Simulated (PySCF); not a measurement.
BF₃, SMILES FB(F)F.

Geometry optimised at PBE-D3(BJ)/def2-TZVP. The isomer is the one that the SMILES or the coordinates give; other isomers of the formula were not compared.

Vertical ionisation energy (IE) and electron affinity (EA) in eV. Rows of orbital energies are one-electron estimates. Where ΔSCF, EOM or ADC give a negative EA the extra electron is unbound and the value depends on the basis.

```tsv
level	IE	EA
−ε(HOMO), −ε(LUMO), M06-2X/def2-TZVPD (PySCF)	14.54	0.14
ADC(2)/aug-cc-pVDZ (PySCF)	…	…
```

**Question.** Some entries are withheld; supply them. (Estimate from the structure and the level; the computed values follow.)

**Answer.** 
- ADC(2)/aug-cc-pVDZ (PySCF), IE: 14.44
- ADC(2)/aug-cc-pVDZ (PySCF), EA: -1.03

Computed lowest 1s main lines (those of the lightest heavy element) from CVS-ADC(2)-x/aug-cc-pVDZ (PySCF, non-relativistic), with pole strengths:
205.0 eV (1.65).

**Question.** Beyond the first one, list the lowest photoelectron lines from PySCF with ADC(2)/aug-cc-pVDZ with their pole strengths (two spins summed). (The exact figures need the calculation; the answer reports its results.)

**Answer.** 15.48 eV (1.78), 15.48 eV (1.78), 15.63 eV (1.77), 15.63 eV (1.77), 17.67 eV (1.79).
